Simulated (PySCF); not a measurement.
# What binds SiN⁻: the parts of the energy along the bond

State: ¹Σ⁺, singlet, closed shell. RHF-based CCSD(T) in PySCF 2.14 with Si aug-cc-pV(D+d)Z, N aug-cc-pVDZ and Si aug-cc-pV(T+d)Z, N aug-cc-pVTZ (frozen core orbitals: 6; no relativity). Correlation energies are extrapolated as n⁻³ (n = 2, 3), Hartree–Fock as (n+1)·exp(−9√n). CV is the change on freezing 1 orbitals instead, in Si cc-pwCVTZ, N cc-pwCVTZ. SR is the spin-free X2C energy in Si cc-pVTZ-DK, N cc-pVTZ-DK less the non-relativistic one in Si cc-pVTZ, N cc-pVTZ. All energies in eV from Si⁻ + N.

```tsv
R (Å)	HF/CBS	CCSD corr.	(T)	CV	SR	total
1.4045	-0.971	-3.442	-0.4033	-0.0914	-0.0008	-4.908
1.4684	-1.575	-3.543	-0.4384	-0.0698	0.0033	-5.623
1.5322	-1.802	-3.657	-0.4775	-0.0522	0.0060	-5.983
1.5960	-1.755	-3.781	-0.5204	-0.0380	0.0077	-6.088
1.6599	-1.510	-3.915	-0.5672	-0.0264	0.0086	-6.011
1.7397	-1.012	-4.094	-0.6307	-0.0149	0.0090	-5.743
1.8195	-0.377	-4.281	-0.6999	-0.0059	0.0088	-5.355
```

A fit to the total gives Re = 1.5973 Å, De = 6.088 eV, ωe = 1130.6 cm⁻¹, Be = 0.7080 cm⁻¹ (masses 27.9769 and 14.0031 u).

**Question.** At R = 1.5960 Å the CCSD correlation energy is -0.297189 hartree in the smaller basis and -0.339743 in the larger. Extrapolate it.

**Answer.** (3³·E3 − 2³·E2)/(3³ − 2³) = -0.35766 hartree; the larger basis holds 95.0 % of it.

The T1 diagnostic is 0.027, large enough to doubt a single reference. The open-shell atoms are computed with UHF. Spin–orbit coupling, excitations beyond (T) and corrections to the Born–Oppenheimer picture are left out.
